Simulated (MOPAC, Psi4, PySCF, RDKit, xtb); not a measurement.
Two geometries of SMILES C=CCO, relaxed at B3LYP-D3(BJ)/def2-SVP with one dihedral held; other torsions can differ between them too.

Structure A

```
10

C      1.5880     0.5938    -0.9855
C      0.4938     0.4404    -0.2379
C     -0.8256    -0.0627    -0.7410
O     -1.2974    -1.0644     0.1401
H      1.5999     0.3240    -2.0471
H      2.5144     0.9981    -0.5687
H      0.5083     0.7056     0.8263
H     -0.7072    -0.4373    -1.7782
H     -1.5361     0.7920    -0.7869
H     -2.1463    -1.3816    -0.1920
```

Structure B

```
10

C     -1.2421     0.0346     0.7403
C     -0.5158     0.5143    -0.2703
C      0.8222    -0.0376    -0.6887
O      1.2502    -1.1466     0.0690
H     -0.8753    -0.8104     1.3290
H     -2.2055     0.4720     1.0135
H     -0.8736     1.3716    -0.8551
H      0.8060    -0.2585    -1.7757
H      1.5832     0.7561    -0.5632
H      0.9250    -1.9481    -0.3584
```

### Question
Which is lower in energy at the level DF-MP2 (frozen core)/cc-pVTZ // B3LYP-D3(BJ)/def2-SVP run with Psi4, and by how much?

### Answer
B is lower, by 0.99 kcal/mol (dihedral C2–C3–O4–H10: 180° in A, 90° in B).

E(B) − E(A) in kcal/mol at the other levels, on the same two geometries: MMFF94 // B3LYP-D3(BJ)/def2-SVP (RDKit) 0.02; B3LYP/def2-TZVP // B3LYP-D3(BJ)/def2-SVP (Psi4) -0.56; B3LYP-D3(BJ)/def2-TZVP // B3LYP-D3(BJ)/def2-SVP (Psi4) -0.77; PBE/def2-TZVP // B3LYP-D3(BJ)/def2-SVP (Psi4) -0.89; PBE-D3(BJ)/def2-TZVP // B3LYP-D3(BJ)/def2-SVP (Psi4) -1.01; M06-2X/def2-TZVP // B3LYP-D3(BJ)/def2-SVP (Psi4) -1.12; HF/cc-pVTZ // B3LYP-D3(BJ)/def2-SVP (Psi4) -0.48; UFF // B3LYP-D3(BJ)/def2-SVP (RDKit) 1.72; PM3, restricted, heats of formation // B3LYP-D3(BJ)/def2-SVP (MOPAC) -0.90; PM6, restricted, heats of formation // B3LYP-D3(BJ)/def2-SVP (MOPAC) -1.70; GFN1-xTB // B3LYP-D3(BJ)/def2-SVP (xtb) -1.48; restricted B3LYP/6-31G*, spherical d // B3LYP-D3(BJ)/def2-SVP (PySCF) -1.17; restricted MP2 (frozen core)/3-21G // B3LYP-D3(BJ)/def2-SVP (PySCF) -2.59; restricted B3LYP/LANL2DZ // B3LYP-D3(BJ)/def2-SVP (PySCF) -0.85; restricted Hartree-Fock/6-31G*, spherical d // B3LYP-D3(BJ)/def2-SVP (PySCF) -0.61.
